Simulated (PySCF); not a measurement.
# Worked example for 2-chloroacrylonitrile: ionisation energy to the radical cation

Structure: `C=C(Cl)C#N` (C3H2ClN).

Level of theory: ωB97X-D3(BJ)/ma-def2-TZVP single points in PySCF, grid level 2; every species was optimised with PBE0-D3(BJ)/ma-def2-SVP. The prefix ma- adds one diffuse s and one diffuse p function on all atoms but H. Zero-point energies come from unscaled PBE0-D3(BJ)/ma-def2-SVP harmonic frequencies.

```
         state       structure       E / Eh
        parent          parent  -630.570631
radical cation          parent  -630.179975
radical cation  radical cation  -630.186763
        parent  radical cation  -630.562151
```

Zero-point energy of the radical cation less that of the parent: -0.033 eV. 1 Eh = 27.2114 eV.

Q: Work out the vertical and adiabatic ionisation energy.

A: Vertical: (-630.179975) − (-630.570631) = 0.390656 Eh = 10.63 eV. Adiabatic: 0.383868 Eh = 10.446 eV, and 10.41 eV with zero-point energy.

Q: And the inner reorganisation energy of self-exchange?

A: The radical cation relaxes by 184.7 meV and the parent by 230.7 meV, so λ = 415 meV.

Known limits: spin-orbit coupling is left out of the energies, which matters for open shells on the heavier atoms.
